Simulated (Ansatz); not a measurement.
# How far each method lies from full CI for HNC, singlet

Geometry: a point of a stretch scan, not a stationary point.

```yaml
atoms:
  - { symbol: N, position_ang: [0.0000, 0.0000, 0.7070] }
  - { symbol: C, position_ang: [0.0000, 0.0000, -2.4110] }
  - { symbol: H, position_ang: [0.0000, 0.0000, 1.7040] }
```

Basis 6-31G; Ansatz 0.2.0. Correlated methods freeze the noble-gas cores, which leaves 10 electrons in 18 orbitals. Prefix R: restricted or restricted open-shell reference; prefix U: unrestricted. Active spaces: valence = (10e, 9o) chosen from the atoms' valence shells; pair = (2e, 2o) about the gap.

Full CI is exact within this basis and frozen core; it isn't the basis-set limit. The frozen core follows each run's orbitals, which can shift R against U totals by a few meV.

Unrestricted rows (U) aren't spin-pure: their determinants' ⟨S²⟩ exceeds S(S+1) by up to 2.01, so they mix in states of higher spin. Coupled cluster chose its determinant by trial CCSD, here up to 6.97 eV above the lowest Hartree–Fock solution of its kind.

- UHF ⟨S²⟩: 2.014
- T1 diagnostic (RCCSD): 0.0595
- largest doubles amplitude (RCCSD): 0.877

| level | E − E(full CI) (meV) | share of correlation (%) | wall time |
| --- | --- | --- | --- |
| UHF | 2885 | 81.00 | – |
| UMP2 | 741 | 95.12 | – |
| RCCSD* | -150 | 100.99 | – |
| UCCSD | 37 | 99.76 | – |
| RCCSD(T)* | -3270 | 121.53 | 1.5 s |
| UCCSD(T) | 14 | 99.91 | 1.8 s |
| BCCD(T)* | -2805 | 118.47 | 1.9 s |
| RCCSDT* | -904 | 105.95 | – |
| UCCSDT | 6 | 99.96 | – |
| RCCSDT(Q)* | 3285 | 78.37 | 3.7 s |
| UCCSDT(Q) | 3 | 99.98 | 5.5 s |
| RCCSDTQ* | -125 | 100.82 | 30 s |
| CASSCF (valence space) | 1844 | 87.86 | – |
| NEVPT2 (valence space) | 530 | 96.51 | 2.9 s |
| NEVPT4(SD) (valence space) | 73 | 99.52 | 3.9 s |
| MRCISD (valence space) | 59 | 99.61 | – |
| MRCISD+Q (valence space) | 6 | 99.96 | 4 s |

An asterisk marks runs whose energy the program itself flagged as in doubt.

The correlation energy at full CI, counted from the determinant under the R cluster runs, is -15.187 eV. That run took 2.2 min on 1 thread of Arm Neoverse V2, shared host over 18,367,552 determinants.

Run but not shown, since their state, orbitals or frozen core can't be matched to the reference's or they repeat it: RHF, RMP2, CISD, CISDTQ, CASSCF (pair space), NEVPT2 (pair space), MRCISD (pair space), MRCISD+Q (pair space).

Times hold each run's SCF and search for its determinant on a shared host, so for small cases they say little of a method's own cost; they ran on 1 thread of Arm Neoverse V2.

Not variational, and here over 5 meV under the exact energy: RCCSD, RCCSD(T), BCCD(T), RCCSDT, RCCSDTQ.

The full-CI state has the irrep A1 of C2v, in the program's axes (one component, if the state is degenerate).

Natural occupations of full CI about the gap: 1.982 1.968 1.946 1.041 1.041 0.949 0.949 0.044 0.028 0.013; effectively unpaired electrons, Σ n²(2−n)², 4.01. No single determinant describes this state well, so single-reference rows can miss without a flag.
